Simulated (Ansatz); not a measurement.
**AlC (quartet): the correlation ladder, def2-QZVPP**

The task here is to estimate one member of a computed series from the others.

Method: def2-QZVPP, core rule «outside noble gas», up to 6 orbitals frozen; program: Ansatz 0.2.0, Gaussian basis.

The runs, in order: UHF; ROHF; CCSD(T) on UHF.

**The system**

The geometry is a PBE0/def2-TZVP stationary point (not a proven minimum).

2 atoms, charge 0, spin multiplicity 4.

Atoms are counted from 1 here; the program's logs count them from 0.

Bond lengths: Al1–C2 1.967 Å.

Set-up of the first run:

in.yaml reads:

```yaml
crystal:
  periodic: [false, false, false]
  atoms:
    - {symbol: Al, position_ang: [0.000000, 0.000000, 0.000000]}
    - {symbol: C, position_ang: [0.000000, 0.000000, 1.966767]}
basis:
  gaussian: {orbitals: "def2-QZVPP.json"}
magnetization: {spin_polarized: true, initial_magnetization: 3}
hamiltonian: {xc: hf}
output: {orbitals: {seedname: orbitals}}
```

Command:

```
> ansatz run in.yaml --threads 1 --pin off --events-out ev --progress --plain --max-ram 4096MiB --backend cpu
```

Steps of the session up to this table: UHF; ROHF; CCSD(T) on UHF.

One of the session's tables, all rows but one given; the rest of the session is left out.

It belongs to the step «Misses and costs». 

| method | from UCCSD(T) (meV) |
| --- | --- |
| ROHF | +4783.5 |
| UHF | +4723.3 |
| UMP2 | +955.8 |
| UCCSD | ? |
| UCCSD(T) | 0 |

Q: Estimate the row for UCCSD from the others.

As computed: from UCCSD(T) (meV): +215.0. In the column «from UCCSD(T) (meV)» it lies between UCCSD(T) (0) and UMP2 (+955.8).
